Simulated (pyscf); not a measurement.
Structures and frequencies: ωB97X-D3(BJ)/def2-SVP in PySCF.

Question: Estimate by transition-state theory the rate constant of methane (CH₄) + Cl–SiH•–Cl -> methyl (CH₃•) + dichlorosilane (Cl–SiH₂–Cl) (doublet surface; C–H broken, H–Si formed) at 298 K, with ωB97M-D3(BJ)/def2-TZVP energies (ideal gas, 1 atm, RRHO with modes under 100 cm⁻¹ raised to 100, one conformer, R ln 2 for chiral ones without a mode under 150 cm⁻¹; no tunnelling).

Answer: The electronic barrier is 22.7 kcal/mol and the thermal terms add +4.9, so ΔG‡ = 27.6 kcal/mol. With k_BT/h = 6.21e+12 s⁻¹ and RT = 0.592 kcal/mol, and a volume of 4.06e-20 cm³ per molecule at 1 atm, k = 1.5e-27 cm³ molecule⁻¹ s⁻¹. Wigner's tunnelling factor for 957i cm⁻¹ would be 1.89, likely too low at so high a frequency. A shift of 1 kcal/mol in the barrier changes k by a factor 5.4. One saddle was located; it need not be the lowest between these sides. The angle at the transferred H is 172°.
